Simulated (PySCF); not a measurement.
Methylcyclopentane, C6H12.
Numbering: `[CH3:1][CH:2]1[CH2:3][CH2:4][CH2:5][CH2:6]1` (hydrogens: H7, H8, H9 on C1; H10 on C2; H11, H12 on C3; H13, H14 on C4; H15, H16 on C5; H17, H18 on C6)

The closed-shell SCF was solved with PySCF and density fitting under several settings on one GFN2-xTB geometry (grid level 2 and gas phase unless stated).

```json
{"settings": "PBE0/pcSseg-1", "basis functions": "162", "SCF cycles": "12", "E (Eh)": "-235.5458", "HOMO (eV)": "-8.68", "LUMO (eV)": "1.39", "dipole (D)": "0.09"}
{"settings": "wB97X-D/def2-SVPD", "basis functions": "216", "SCF cycles": "12", "E (Eh)": "-235.6378", "HOMO (eV)": "-10.55", "LUMO (eV)": "2.46", "dipole (D)": "0.11"}
```

**Question.** Estimate the rows for these settings: (1) PW91/6-31G, energy threshold 1e-08 Eh; (2) PBE0/6-31G, IEF-PCM chloroform, fitting basis def2-qzvpp-jkfit; (3) wB97X-D/6-31G, start guess atom, damping 0.2 at the start, DIIS from the seventh cycle.

**Answer.** 
| settings | basis functions | SCF cycles | E (Eh) | HOMO (eV) | LUMO (eV) | dipole (D) |
| --- | --- | --- | --- | --- | --- | --- |
| PW91/6-31G, energy threshold 1e-08 Eh | 78 | 8 | -235.6953 | -7.12 | 1.64 | 0.08 |
| PBE0/6-31G, IEF-PCM chloroform, fitting basis def2-qzvpp-jkfit | 78 | 8 | -235.5228 | -8.42 | 2.71 | 0.08 |
| wB97X-D/6-31G, start guess atom, damping 0.2 at the start, DIIS from the seventh cycle | 78 | 10 | -235.7364 | -10.41 | 4.52 | 0.08 |

**Question.** Over all rows, what range does the HOMO–LUMO gap span?

**Answer.** From 8.76 eV (PW91/6-31G, energy threshold 1e-08 Eh) to 14.93 eV (wB97X-D/6-31G, start guess atom, damping 0.2 at the start, DIIS from the seventh cycle). The functional of the narrowest has no exact exchange, that of the widest range-separated exact exchange.

**Question.** Compare two rows with the functional wB97X-D: wB97X-D/6-31G, start guess atom, damping 0.2 at the start, DIIS from the seventh cycle and wB97X-D/def2-SVPD. Which energy is lower, and by how much?

**Answer.** wB97X-D/6-31G, start guess atom, damping 0.2 at the start, DIIS from the seventh cycle (78 functions) lies 0.0986 Eh or 62 kcal/mol below wB97X-D/def2-SVPD (216 functions). The smaller set gives the lower energy; the two sets aren't nested, so the variational bound doesn't order them by size.

wB97X-D ran without the empirical dispersion term, which would shift the total energy alone. Cycle counts include a coarse-grid stage where the run had one. The structure is a single GFN2-xTB conformer; no vibrational corrections.
